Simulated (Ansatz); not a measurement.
Calculated with Ansatz (gas phase, PBE0-D4/def2-TZVP geometries, no zero-point term in ΔE). CCSD(T)/CBS adds triple-zeta CCSD(T) − MP2 to the extrapolated MP2 energy (def2 sets, frozen cores). This one scheme is used for every species. Double bonds are as drawn, so ΔE can hold a change between cis and trans. DFT in def2-TZVPP. B3LYP here is the variant with VWN-RPA as its local correlation; programs differ in this. HSE06 is defined as in plane-wave codes. Each species was taken in one conformer, which may not be the lowest.

Consider the formal hydrolysis of a C–F bond: `F/C=N\CF` + H₂O → `OC/N=C\F` + H–F.

| level | ΔE (kJ/mol) |
| --- | --- |
| revPBE-D4 | -1.8 |
| BLYP-D4 | 3.0 |
| B3LYP-D4 | 1.0 |
| HSE06-D4 | -2.6 |
| CAM-B3LYP-D4 | 0.6 |
| r2SCAN0 | -0.9 |
| BHLYP | 1.2 |
| HF/CBS(def2) | 1.9 |

(1) What does CCSD(T)/CBS give? (Estimate.)

Largest T1 diagnostic among the species: 0.013.

Answers

(1) The calculation gave: -8.0 kJ/mol. The listed levels differ from it by 6.2, 11.0, 9.0, 5.4, 8.6, 7.1, 9.2, 9.9 kJ/mol.

From BLYP to BHLYP (50 % exact exchange), in def2-TZVPP and without D4, ΔE moves by −4.4 kJ/mol. At CCSD(T), def2-SVP lies +3.4 kJ/mol from the extrapolated value and def2-TZVPP +0.5 kJ/mol. In def2-TZVPP, CCSD(T) changes the Hartree–Fock value by −9.4 kJ/mol (the triples alone add −0.8 kJ/mol) and MP2 by −12.4 kJ/mol.
